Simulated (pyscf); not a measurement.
HP=PH (SMILES P=P) + PH₃ (SMILES P) -> H₂P–PH–PH₂ (SMILES PPP), an addition across a multiple bond or ene-type step (singlet surface; H–P broken, P–P, H–P formed). Structures and frequencies: ωB97X-D3(BJ)/def2-SVP in PySCF. MP2 and CC: frozen core, UHF for open shells. ΔMP2 is the change of the MP2 total energy from the triple- to the quadruple-zeta basis. Energies in kcal/mol from the separated reactants.

Small-basis levels: PySCF, no dispersion term, spherical d functions. AM1 to PM7: differences of heats of formation from MOPAC, which are fitted to 298 K values and so differ in kind from electronic energies by zero-point and thermal terms. Cost: rough CPU time at the saddle relative to B3LYP/6-31G*, from one job on a shared machine.

```
level                             barrier  reaction energy        cost
--------------------------------  -------  ---------------  ----------
SVWN5/6-31G*                         31.0            -30.5         0.9
BP86/6-31G*                          42.3            -20.8           1
B3LYP/STO-3G                         59.7            -43.2         0.6
B3LYP/3-21G                          41.2            -20.8         0.7
B3LYP/LANL2DZ                        45.0            -13.9         0.6
M06-2X/6-31G*                        49.8            -24.6           2
PBE/def2-SVP                         37.5            -23.7           1
AM1                                  69.3            -20.8  under 0.02
PM6                                  82.0            -43.6  under 0.02
CCSD(T)/def2-TZVPP + ΔMP2(QZVPP)     44.3            -22.1           –
```

Against the last row the barrier runs from -13.3 (SVWN5/6-31G*) to +37.7 kcal/mol (PM6). CCSD(T)/def2-TZVPP + ΔMP2(QZVPP) has limits of its own. From the product side, PH₂• + •HP–PH₂ lies, by one bond made or cut, 14.6 kcal/mol under this saddle at ωB97M-D3(BJ)/def2-TZVP. One saddle was located; it need not be the lowest between these sides. One closed-shell reference is unstable to symmetry breaking; treat the single-reference values with care. The CCSD(T) − MP2 part came from Ansatz, without density fitting, on the same reference.
